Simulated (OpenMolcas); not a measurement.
# AlH (SMILES [AlH]), step by step

Aim: a single-point energy (HF/3-21G), then a single-point energy (CASSCF(2,2)/3-21G), then a single-point energy (CASPT2(2,2)/3-21G), then the energy (SC-NEVPT2(2,2)/3-21G), then the energy (MRCI(2,2)/3-21G) of AlH. 

The results are computed with OpenMolcas 26.06.

### 1 Starting point

The species is AlH (2 atoms), meant as a singlet with charge 0. As SMILES, `[AlH]`. The coordinates come from a PBE0-D4/def2-TZVP relaxation.

Bond lengths: Al1–H2 1.665 Å.

### 2 A single-point energy at HF/3-21G (run 1)

Input file step1.input:

```
* AlH Hartree-Fock

&GATEWAY
  BasLib
  $CurrDir
  Coord
  2
  angstrom
  Al       0.000000       0.000000      -0.025640
  H        0.000000       0.000000       1.639110
  Basis
  3-21G
  Group
  NoSym

&SEWARD

&SCF
  PrOrbitals
  1 1
```

The basis set 3-21G is read from a file made from the Basis Set Exchange's data (not shown).

The run is started by

```bash
$ export MOLCAS_MEM=1860
$ pymolcas step1.input > step1.log
```

Standard output:

```text
--- Start Module: gateway ---
[...]
--- Stop Module: gateway /rc=_RC_ALL_IS_WELL_ ---
--- Start Module: seward ---
[...]
      Basis functions           15
--- Stop Module: seward /rc=_RC_ALL_IS_WELL_ ---
--- Start Module: scf ---
[...]
       Convergence after   7 Iterations
[...]
::    Total SCF energy                               -241.1225302441
[...]
      Total spin, S                                     0.0000000000
[...]
      Total electronic charge=   14.000000
      Total            charge=   -0.000000
[...]
      Dipole Moment (debye):
      Origin of the operator (angstrom)=    0.0000    0.0000    0.0343
                   X= -1.6218E-15               Y=  9.4067E-15               Z=  5.6328E-01           Total=  5.6328E-01
      Quadrupole Moment (debye*angstrom):
[...]
--- Stop Module: scf /rc=_RC_ALL_IS_WELL_ ---
[...]
```

Wall time 1.3 s (1 thread of Arm Neoverse V2, shared host); peak memory 0.37 GiB.

### 3 A single-point energy at CASSCF(2,2)/3-21G (run 2)

Input file step2.inp:

```
&GATEWAY
 BasLib=$CurrDir
 Coord
 2
 angstrom
 Al       0.000000       0.000000      -0.025640
 H        0.000000       0.000000       1.639110
 Basis=3-21G
 Group=NoSym

&SEWARD

&RASSCF
 FileOrb=$CurrDir/step1.ScfOrb
 Spin=1
 Nactel=2 0 0
 Inactive=6
 Ras2=2
 OrbListing=Nothing
 OrbAppear=Compact
```

The basis set 3-21G is read from a file made from the Basis Set Exchange's data (not shown).

The run is started by

```bash
$ export MOLCAS_MEM=1860
$ pymolcas step2.inp > step2.log
```

Standard output:

```text
--- Start Module: gateway ---
[...]
--- Stop Module: gateway /rc=_RC_ALL_IS_WELL_ ---
--- Start Module: seward ---
[...]
      Basis functions           15
--- Stop Module: seward /rc=_RC_ALL_IS_WELL_ ---
--- Start Module: rasscf ---
[...]
      Number of active orbitals                  2
[...]
      Spin quantum number                      0.0
[...]
      Active orbitals                            2
[...]
      Number of CSFs                             3
[...]
      Number of root(s) required                 1
[...]
      Convergence after 12 iterations
[...]
      printout of CI-coefficients larger than  0.05 for root  1
      energy=    -241.134138
      conf/sym  11     Coeff  Weight
             1  20   0.98646 0.97310
             3  02  -0.16400 0.02690
      Natural orbitals and occupation numbers for root  1
      sym 1:   1.946209   0.053791
      ************************************************************************************************************************
      *                                                    Final results                                                     *
[...]
::    RASSCF root number  1 Total energy:   -241.13413781
[...]
      Total electronic charge=   14.000000
      Total            charge=   -0.000000
[...]
      Dipole Moment (debye):
      Origin of the operator (angstrom)=    0.0000    0.0000    0.0343
                   X= -3.9881E-13               Y=  4.1029E-13               Z=  2.6716E-01           Total=  2.6716E-01
      Quadrupole Moment (debye*angstrom):
[...]
--- Stop Module: rasscf /rc=_RC_ALL_IS_WELL_ ---
[...]
```

Wall time 1.5 s (1 thread of Arm Neoverse V2, shared host); peak memory 0.37 GiB.

### 4 A single-point energy at CASPT2(2,2)/3-21G (run 3)

Input file step3.inp:

```
* AlH CASPT2

&GATEWAY
 BasLib
 $CurrDir
 Coord
 2
 angstrom
 Al       0.000000       0.000000      -0.025640
 H        0.000000       0.000000       1.639110
 Basis
 3-21G
 Group
 NoSym

&SEWARD

&RASSCF
 FileOrb
 $CurrDir/step2.RasOrb
 Spin
 1
 Nactel
 2 0 0
 Inactive
 6
 Ras2
 2
 OrbListing
 Nothing
 OrbAppear
 Compact

&CASPT2
 Imaginary
 0.1
 Frozen
 5
```

The basis set 3-21G is read from a file made from the Basis Set Exchange's data (not shown).

The run is started by

```bash
$ export MOLCAS_MEM=1860
$ pymolcas step3.inp > step3.log
```

Standard output:

```text
--- Start Module: gateway ---
[...]
--- Stop Module: gateway /rc=_RC_ALL_IS_WELL_ ---
[...]
      Basis functions           15
[...]
--- Start Module: rasscf ---
[...]
      Number of active orbitals                  2
[...]
      Spin quantum number                      0.0
[...]
      Active orbitals                            2
[...]
      Number of CSFs                             3
[...]
      Number of root(s) required                 1
[...]
      Convergence after  4 iterations
[...]
      printout of CI-coefficients larger than  0.05 for root  1
      energy=    -241.134138
      conf/sym  11     Coeff  Weight
             1  20   0.98646 0.97310
             3  02  -0.16400 0.02690
      Natural orbitals and occupation numbers for root  1
      sym 1:   1.946210   0.053790
      ************************************************************************************************************************
      *                                                    Final results                                                     *
[...]
::    RASSCF root number  1 Total energy:   -241.13413781
[...]
      Total electronic charge=   14.000000
      Total            charge=    0.000000
[...]
      Dipole Moment (debye):
      Origin of the operator (angstrom)=    0.0000    0.0000    0.0343
                   X=  1.6972E-12               Y= -1.7656E-12               Z=  2.6714E-01           Total=  2.6714E-01
      Quadrupole Moment (debye*angstrom):
[...]
--- Stop Module: rasscf /rc=_RC_ALL_IS_WELL_ ---
--- Start Module: caspt2 ---
[...]
 ###    WARNING: User changed nr of frozen orbitals.                         ###
 ###############################################################################
[...]
      E2 (Variational):          -0.0217356130
      Total energy:            -241.1558734223
[...]
      Reference weight:           0.98548
[...]
::    CASPT2 Root  1     Total energy:   -241.15587342
[...]
--- Stop Module: caspt2 /rc=_RC_ALL_IS_WELL_ ---
[...]
```

Run time: 1.5 s. Hardware: 1 thread of Arm Neoverse V2, shared host; peak memory 0.37 GiB.

### 5 The energy at SC-NEVPT2(2,2)/3-21G (run 4)

Input file step4.inp:

```
&gateway
 baslib=$CurrDir
 coord
 2
 angstrom
 Al       0.000000       0.000000      -0.025640
 H        0.000000       0.000000       1.639110
 basis=3-21G
 group=NoSym

&seward

&rasscf
 fileorb=$CurrDir/step2.RasOrb
 spin=1
 nactel=2 0 0
 inactive=6
 ras2=2
 orblisting=Nothing
 orbappear=Compact

&caspt2
 sc-nevpt2
 frozen=5
```

The basis set 3-21G is read from a file made from the Basis Set Exchange's data (not shown).

The run is started by

```bash
$ export MOLCAS_MEM=1860
$ pymolcas step4.inp > step4.log
```

Standard output:

```text
--- Start Module: gateway ---
[...]
--- Stop Module: gateway /rc=_RC_ALL_IS_WELL_ ---
[...]
      Basis functions           15
[...]
--- Start Module: rasscf ---
[...]
      Number of active orbitals                  2
[...]
      Spin quantum number                      0.0
[...]
      Active orbitals                            2
[...]
      Number of CSFs                             3
[...]
      Number of root(s) required                 1
[...]
      Convergence after  4 iterations
[...]
      printout of CI-coefficients larger than  0.05 for root  1
      energy=    -241.134138
      conf/sym  11     Coeff  Weight
             1  20   0.98646 0.97310
             3  02  -0.16400 0.02690
      Natural orbitals and occupation numbers for root  1
      sym 1:   1.946210   0.053790
      ************************************************************************************************************************
      *                                                    Final results                                                     *
[...]
::    RASSCF root number  1 Total energy:   -241.13413781
[...]
      Total electronic charge=   14.000000
      Total            charge=    0.000000
[...]
      Dipole Moment (debye):
      Origin of the operator (angstrom)=    0.0000    0.0000    0.0343
                   X=  1.6972E-12               Y= -1.7656E-12               Z=  2.6714E-01           Total=  2.6714E-01
      Quadrupole Moment (debye*angstrom):
[...]
--- Stop Module: rasscf /rc=_RC_ALL_IS_WELL_ ---
--- Start Module: caspt2 ---
[...]
 ###    WARNING: User changed nr of frozen orbitals.                         ###
 ###############################################################################
[...]
      E2 (Variational):          -0.0200344189
[...]
      E2 (Variational):          -0.0200339029
      Total energy:            -241.1541717123
[...]
      Reference weight:           0.98813
[...]
::    SC-NEVPT2 Root  1     Total energy:   -241.15417171
[...]
--- Stop Module: caspt2 /rc=_RC_ALL_IS_WELL_ ---
[...]
```

Wall time 1.5 s (1 thread of Arm Neoverse V2, shared host); peak memory 0.37 GiB.

### 6 A single-point energy at MRCI(2,2)/3-21G (run 5)

Input file step5.input:

```
* AlH MRCI

&GATEWAY
 BASLIB = $CurrDir
 COORD
 2
 angstrom
 Al       0.000000       0.000000      -0.025640
 H        0.000000       0.000000       1.639110
 BASIS = 3-21G
 GROUP = NoSym

&SEWARD

&RASSCF
 FILEORB = $CurrDir/step2.RasOrb
 SPIN = 1
 NACTEL = 2 0 0
 INACTIVE = 6
 RAS2 = 2
 ORBLISTING = Nothing
 ORBAPPEAR = Compact

&MOTRA
 LUMORB
 FROZEN = 5

&GUGA
 ELECTRONS = 4
 SPIN = 1
 INACTIVE = 1
 ACTIVE = 2
 CIALL = 1

&MRCI
 SDCI
```

The basis set 3-21G is read from a file made from the Basis Set Exchange's data (not shown).

The run is started by

```bash
$ export MOLCAS_MEM=1860
$ pymolcas step5.input > step5.log
```

Standard output:

```text
--- Start Module: gateway ---
[...]
--- Stop Module: gateway /rc=_RC_ALL_IS_WELL_ ---
[...]
      Basis functions           15
[...]
      Number of active orbitals                  2
[...]
      Spin quantum number                      0.0
[...]
      Active orbitals                            2
[...]
      Number of CSFs                             3
[...]
      Number of root(s) required                 1
[...]
      Convergence after  4 iterations
[...]
      printout of CI-coefficients larger than  0.05 for root  1
      energy=    -241.134138
      conf/sym  11     Coeff  Weight
             1  20   0.98646 0.97310
             3  02  -0.16400 0.02690
      Natural orbitals and occupation numbers for root  1
      sym 1:   1.946210   0.053790
      ************************************************************************************************************************
      *                                                    Final results                                                     *
[...]
::    RASSCF root number  1 Total energy:   -241.13413781
[...]
      Dipole Moment (debye):
      Origin of the operator (angstrom)=    0.0000    0.0000    0.0343
                   X=  1.6972E-12               Y= -1.7656E-12               Z=  2.6714E-01           Total=  2.6714E-01
      Quadrupole Moment (debye*angstrom):
[...]
      *** WARNING: Default frozen orbitals is overwritten by user input.
      *** Default values:   2
[...]
--- Start Module: guga ---
[...]
--- Stop Module: guga /rc=_RC_ALL_IS_WELL_ ---
--- Start Module: mrci ---
[...]
       (But an ACPF correction will be computed)
       USE THE DEFAULT ACPF G-VALUE GFAC=  0.50000000000000000
[...]
                      CI ENERGY:  -241.16805626
[...]
                ACPF CORRECTION:    -0.00074126
[...]
      Total electronic charge=   14.000000
      Total            charge=    0.000000
[...]
     ACPF CORRECTION:     -0.00074126
[...]
  CI State   1     Total energy:   -241.16805626     QDav:     -0.00151564     QACPF:     -0.00074126
[...]
--- Stop Module: mrci /rc=_RC_ALL_IS_WELL_ ---
[...]
```

Wall time 1.5 s (1 thread of Arm Neoverse V2, shared host); peak memory 0.37 GiB.

### 7 Results

```
                                                   quantity          value
                              run 1, HF/3-21G: total energy  -241.12253 Eh
                             run 1, HF/3-21G: dipole moment         0.56 D
                               run 1, HF/3-21G: HOMO energy       -7.69 eV
                               run 1, HF/3-21G: LUMO energy        0.84 eV
                             run 1, HF/3-21G: HOMO–LUMO gap        8.53 eV
                     run 2, CASSCF(2,2)/3-21G: total energy  -241.13414 Eh
   run 2, CASSCF(2,2)/3-21G: dipole moment (CASSCF density)         0.27 D
                     run 3, CASPT2(2,2)/3-21G: total energy  -241.15587 Eh
   run 3, CASPT2(2,2)/3-21G: dipole moment (CASSCF density)         0.27 D
                  run 4, SC-NEVPT2(2,2)/3-21G: total energy  -241.15417 Eh
run 4, SC-NEVPT2(2,2)/3-21G: dipole moment (CASSCF density)         0.27 D
                       run 5, MRCI(2,2)/3-21G: total energy  -241.16806 Eh
     run 5, MRCI(2,2)/3-21G: dipole moment (CASSCF density)         0.27 D
```
